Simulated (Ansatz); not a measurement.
We consider bcc W, described by LDA (Ansatz, a quantum-chemistry and plane-wave program, plane waves, PAW).

Numerical settings: plane-wave cutoff 520 eV, 24×24×24 k mesh, Fermi–Dirac smearing 0.05 eV, no spin polarisation, scalar-relativistic PAW data made under PBE.

The volume scan:

```
V (Å³/atom)  E − E_lowest (meV/atom)  P (GPa)
-----------  -----------------------  -------
14.481                         64.66    23.63
14.789                         27.74    14.92
15.097                          6.71     7.08
15.405                          0.00     0.02
15.713                          6.19    -6.35
16.021                         24.01   -12.08
16.329                         52.30   -17.26
```

**Question.** Estimate the bulk modulus from the pressures at 15.097 and 15.713 Å³/atom, and compare it with a fit to all energies.

**Answer.** B = −V dP/dV. Between V = 15.097 and 15.713 Å³/atom, dP/dV = (-6.35 − (7.08))/(15.713 − 15.097) = -21.8 GPa per Å³/atom; at the midpoint 15.405 Å³/atom this gives B ≈ 336 GPa. The third-order Birch–Murnaghan fit gives V0 = 15.406 Å³/atom, B0 = 335 GPa, B′ = 4.2, which lies within 1 % of that estimate.

Measured, for comparison: bulk modulus 312 GPa (zero-point energy and finite temperature contributions removed, our sources range from 300 to 328; as tabulated in doi:10.1021/acs.jctc.3c00612); equilibrium volume per atom 15.78 Å³/atom (static lattice: zero-point anharmonic expansion removed; as tabulated in Mejia-Rodriguez and Trickey (2018), arXiv:1807.09216). Computed (rounded) less measured: bulk modulus +7 % (+2 % to +12 % over the range), equilibrium volume per atom -2.3 %.

Spin–orbit coupling is not included.

Computed values are for the static lattice.

Computing time: roughly 50 core-seconds.
